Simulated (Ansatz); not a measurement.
This Ansatz (a quantum-chemistry and plane-wave program) input (CCSD(T)/6-31G) gives -204.29699 Eh with 27 basis functions. A basis named .json is the Basis Set Exchange file of that set (core-valence sets with the plain set on hydrogen).

Ansatz 0.2 input:
```yaml
crystal:
  periodic: [false, false, false]
  atoms:
    - {symbol: N, position_ang: [0.00073453, -0.00649234, 0.32080948]}
    - {symbol: O, position_ang: [0.02743334, 1.09989995, -0.11821611]}
    - {symbol: O, position_ang: [-0.02807606, -1.09421916, -0.16249219]}
basis:
  gaussian:
    orbitals: 6-31G
magnetization: {spin_polarized: true, initial_magnetization: 1}
correlation: {method: ccsd_t, electrons: outside_noble_gas}
```

Change:
```diff
- orbitals: 6-31G
+ orbitals: 6-311+G__.json
```

Q: What does the run give now?

A: -204.68409 Eh (CCSD(T)/6-311+G**, 66 functions), a change of -387.10 mEh.
